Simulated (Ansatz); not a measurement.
Basis-set extrapolation for C3H5FO2, SMILES `OC1(O)CC1F` (PBE0-D4/def2-TZVP geometry, frozen core, Ansatz 0.2.0). Multiplicity 1, RHF reference.

```tsv
	def2-TZVPP	def2-QZVPP
HF	-365.783030	-365.799386
MP2 correlation	-1.214974	-1.309958
CCSD(T) correlation	-1.284661	not run
```

Energies in hartree. Use E(X) = E(∞) + A·exp(−7.88·√X) for Hartree–Fock and E(X) = E(∞) + B·X^(−2.97) for correlation, with X = 3 and 4, and add CCSD(T) minus MP2 of the smaller set to the MP2 limit.

Question: What is the CCSD(T) energy at the basis-set limit?

Answer: HF limit: -365.799386 + (-0.016356) × 0.13774 = -365.80164. MP2 limit: -1.309958 + (-0.094984) × 0.74074 = -1.38032. Higher-order term: -1.284661 − (-1.214974) = -0.06969. Total: -367.25165 hartree, 115.4 kcal/mol below CCSD(T)/def2-TZVPP.
